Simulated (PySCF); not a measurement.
Compound: C3H10NP.
Atom-mapped SMILES: `[CH3:1][P:2]([CH3:3])([CH3:4])=[NH:5]` (hydrogens: H6, H7, H8 on C1; H9, H10, H11 on C3; H12, H13, H14 on C4; H15 on N5)

Computed with PySCF at PBE0/def2-SVPD, non-relativistic, on one gas-phase PBE0-D3(BJ)/def2-SVP geometry that isn't relaxed in the solvent. The solvent is an IEF-PCM continuum (cavity from Bondi-type radii × 1.2), and excitations are vertical TDDFT with non-equilibrium linear response and a frozen core. Specific hydrogen bonds and non-electrostatic terms are outside this model.

Gas-phase singlets (H = HOMO, L = LUMO):

```
state  E (eV)  λ (nm)      f  leading configuration
   S1   5.379     230  0.035                H→L 96%
   S2   6.356     195  0.006              H→L+1 72%
   S3   6.410     193  0.038              H-1→L 96%
   S4   6.658     186  0.021              H→L+2 96%
   S5   6.692     185  0.002              H→L+3 60%
```

Question: How does the list change in chloroform (ε = 4.711)?

Answer: 
```tsv
state	E (eV)	λ (nm)	f	leading configuration	change by rank (eV)
S1	5.829	213	0.062	H→L 94%	+0.450
S2	6.773	183	0.006	H→L+1 72%	+0.417
S3	6.898	180	0.078	H-1→L 94%	+0.488
S4	7.081	175	0.003	H→L+3 67%	+0.423
S5	7.149	173	0.030	H→L+2 97%	+0.457
```

Question: Give the list for dichloromethane (ε = 8.93), n² = 2.03.

Answer: 
| state | E (eV) | λ (nm) | f | leading configuration | change by rank (eV) |
| --- | --- | --- | --- | --- | --- |
| S1 | 5.923 | 209 | 0.066 | H→L 93% | +0.544 |
| S2 | 6.861 | 181 | 0.005 | H→L+1 73% | +0.505 |
| S3 | 6.998 | 177 | 0.084 | H-1→L 93% | +0.588 |
| S4 | 7.161 | 173 | 0.004 | H→L+3 71% | +0.503 |
| S5 | 7.255 | 171 | 0.029 | H→L+2 97% | +0.563 |

Question: The ground-state energy changes by -0.376 eV from gas to dichloromethane. By how much does the total energy of gas-phase S1 change?

Answer: E(S1) = E(S0) + excitation energy, so it changes by -0.376 + 0.544 = +0.168 eV: it isn't lowered at all, while the ground state is. This is the vertical state, with the slow part of the continuum still set for S0.

Question: How do the frontier levels move from gas to dichloromethane?

Answer: 
```tsv
orbital	gas (eV)	solvent (eV)	change (eV)
LUMO+2	1.49	1.76	+0.27
LUMO+1	1.45	1.67	+0.22
LUMO	0.37	0.66	+0.29
HOMO	-6.07	-6.41	-0.34
HOMO-1	-7.06	-7.47	-0.41
HOMO-2	-9.87	-9.72	+0.15
HOMO-3	-9.89	-9.75	+0.14
```

The HOMO–LUMO gap goes from 6.44 to 7.08 eV. Rows go by rank; for HOMO-3 and HOMO-2 the atom shares or the degeneracy differ between the runs, so the row needn't follow one orbital.
